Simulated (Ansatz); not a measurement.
**CH5B: single points off equilibrium**

A test off equilibrium: a structure displaced at random from a GFN2-xTB minimum is computed at several levels, and each is set against CCSD(T).

The runs use Ansatz 0.2.0, Gaussian basis; single points in def2-TZVPP.

Cores are frozen in the correlated methods.

## 1. The starting structure

SMILES `BC`, 7 atoms, charge 0, spin multiplicity 1.

Atoms are counted from 1 here; the program's logs count them from 0.

Bond lengths: B1–C2 1.620 Å, B1–H3 1.206 Å, B1–H4 1.215 Å, C2–H5 1.096 Å, C2–H6 1.136 Å, C2–H7 1.090 Å. Angles: C2–B1–H3 121.0°, C2–B1–H4 121.5°, H3–B1–H4 117.2°, B1–C2–H5 109.6°, B1–C2–H6 107.9°, B1–C2–H7 118.1°, H5–C2–H6 106.0°, H5–C2–H7 108.8°, H6–C2–H7 105.7°.

Coordinates:

```
B    -0.24520   -0.91440    0.02900
C     0.15120    0.65560   -0.03110
H     0.45190   -1.70900    0.60930
H    -1.30450   -1.31860   -0.40710
H     0.33640    1.02700    0.98370
H     1.14030    0.74500   -0.58260
H    -0.53140    1.33930   -0.53600
```

## 2. CCSD(T)/def2-TZVPP

Contents of run/in.yaml:

```yaml
crystal:
  periodic: [false, false, false]
  atoms:
    - {symbol: B, position_ang: [-0.245200, -0.914400, 0.029000]}
    - {symbol: C, position_ang: [0.151200, 0.655600, -0.031100]}
    - {symbol: H, position_ang: [0.451900, -1.709000, 0.609300]}
    - {symbol: H, position_ang: [-1.304500, -1.318600, -0.407100]}
    - {symbol: H, position_ang: [0.336400, 1.027000, 0.983700]}
    - {symbol: H, position_ang: [1.140300, 0.745000, -0.582600]}
    - {symbol: H, position_ang: [-0.531400, 1.339300, -0.536000]}
basis:
  gaussian: {orbitals: def2-TZVPP}
correlation: {method: ccsd_t}
output: {forces: true}
```

The command line of these runs was not kept.

## 3. PBE0-D4/def2-TZVPP

Edit run/in.yaml of step 2 so:

```diff
@@ -12,3 +12,3 @@
   gaussian: {orbitals: def2-TZVPP}
-correlation: {method: ccsd_t}
-output: {forces: true}
+hamiltonian: {xc: pbe0, dispersion: d4}
+output: {forces: true, orbitals: {seedname: orbitals}}
```

## 4. wB97M-V/def2-TZVPP

Edit run/in.yaml of step 3 so:

```diff
@@ -12,3 +12,3 @@
   gaussian: {orbitals: def2-TZVPP}
-hamiltonian: {xc: pbe0, dispersion: d4}
-output: {forces: true, orbitals: {seedname: orbitals}}
+hamiltonian: {xc: {name: wB97M-V}}
+output: {forces: true}
```

## 5. r2SCAN-D4/def2-TZVPP

Edit run/in.yaml of step 4 so:

```diff
@@ -12,3 +12,3 @@
   gaussian: {orbitals: def2-TZVPP}
-hamiltonian: {xc: {name: wB97M-V}}
+hamiltonian: {xc: r2scan, dispersion: d4}
 output: {forces: true}
```

## 6. PBE-D4/def2-TZVPP

Edit run/in.yaml of step 5 so:

```diff
@@ -12,3 +12,3 @@
   gaussian: {orbitals: def2-TZVPP}
-hamiltonian: {xc: r2scan, dispersion: d4}
+hamiltonian: {xc: pbe, dispersion: d4}
 output: {forces: true}
```

## 7. HSE06-D4/def2-TZVPP

Edit run/in.yaml of step 6 so:

```diff
@@ -12,3 +12,3 @@
   gaussian: {orbitals: def2-TZVPP}
-hamiltonian: {xc: pbe, dispersion: d4}
+hamiltonian: {xc: hse06, dispersion: d4}
 output: {forces: true}
```

## 8. LC-wPBE/def2-TZVPP

Edit run/in.yaml of step 7 so:

```diff
@@ -12,3 +12,3 @@
   gaussian: {orbitals: def2-TZVPP}
-hamiltonian: {xc: hse06, dispersion: d4}
+hamiltonian: {xc: {name: LC-wPBE}}
 output: {forces: true}
```

(Steps that only read results are left out.)

**Question.** What will these runs give? Wanted: energy less free atoms, CCSD(T)/def2-TZVPP; RMS force component; RMS force error; HOMO and LUMO, PBE0-D4; T1 diagnostic.

The runs gave:

| quantity | value |
| --- | --- |
| energy less free atoms, CCSD(T)/def2-TZVPP | -2405.5 kJ/mol |
| RMS force component | 0.474 to 0.538 eV/Å over the methods |
| RMS force error | PBE0-D4 0.096, wB97M-V 0.066, r2SCAN-D4 0.095, PBE-D4 0.169, HSE06-D4 0.097, LC-wPBE 0.091 eV/Å |
| HOMO and LUMO, PBE0-D4 | -8.99 and -1.40 eV |
| T1 diagnostic | 0.009 |

Against CCSD(T) the functionals' energies less atoms differ by -68.7 to -43.6 kJ/mol, PBE-D4 by -68.7 kJ/mol. The reference is not at the basis limit: in triple zeta CCSD(T) underbinds, which counts against methods that bind more; the gaps are no ranking. On forces the order runs from wB97M-V to PBE-D4. Frozen-core CCSD(T) forces in triple zeta carry basis errors of their own, and this is one geometry, so small gaps rank nothing.
